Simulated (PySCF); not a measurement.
## How good is the calculation?

Geometry:
```json
{"atom": "C1", "x (Å)": "1.899", "y (Å)": "0.325", "z (Å)": "-0.117"}
{"atom": "C2", "x (Å)": "0.736", "y (Å)": "0.033", "z (Å)": "0.042"}
{"atom": "C3", "x (Å)": "-0.638", "y (Å)": "-0.395", "z (Å)": "0.245"}
{"atom": "O4", "x (Å)": "-0.962", "y (Å)": "-1.529", "z (Å)": "0.471"}
{"atom": "O5", "x (Å)": "-1.496", "y (Å)": "0.624", "z (Å)": "0.151"}
{"atom": "H6", "x (Å)": "2.932", "y (Å)": "0.589", "z (Å)": "-0.258"}
{"atom": "H7", "x (Å)": "-2.380", "y (Å)": "0.251", "z (Å)": "0.297"}
```

The experiment to reproduce: δ ¹³C C1 78.6; C2 74.0 ppm (measured; solution, not stated per compound (mostly CDCl3 or CCl4); Pretsch, Buehlmann, Badertscher, Structure Determination of Organic Compounds, 4th ed. (2009)).

PySCF 2.14 calculation with coordinates at the PBE0-D3(BJ)/def2-SVP level and shieldings: GIAO PBE0/pcSseg-1; no relativistic terms, in vacuum, a single conformation.

Task: How close does the calculation come?

Result: 
Reference values: measured (solution, not stated per compound (mostly CDCl3 or CCl4); Pretsch, Buehlmann, Badertscher, Structure Determination of Organic Compounds, 4th ed. (2009)).
```json
{"atoms": "C1", "quantity": "δ ¹³C", "reference": "78.6", "computed": "83.5", "computed, scaled": "80.0"}
{"atoms": "C2", "quantity": "δ ¹³C", "reference": "74.0", "computed": "76.4", "computed, scaled": "73.2"}
```

Computed shifts are σ(ref) − σ with the named reference compound (TMS for H and C) calculated as an isolated molecule at the same level. The measured values may be among those fitted. Expected solution values come from regression of measured δ (H and C: mostly CDCl3, vs TMS) on computed σ: ¹³C (scatter 1.9 ppm rms, 2.3 ppm with the 23 outliers that the fit left out). Occasional misses reach two or three times the rms, and more in compound classes unlike the fitted ones.

Task: How far are the unscaled ¹³C shifts from the references?

Result: Mean signed difference +3.65 ppm, mean absolute 3.65 ppm over 2 comparisons; the largest is +4.9 ppm at C1 (terminal alkyne carbon).
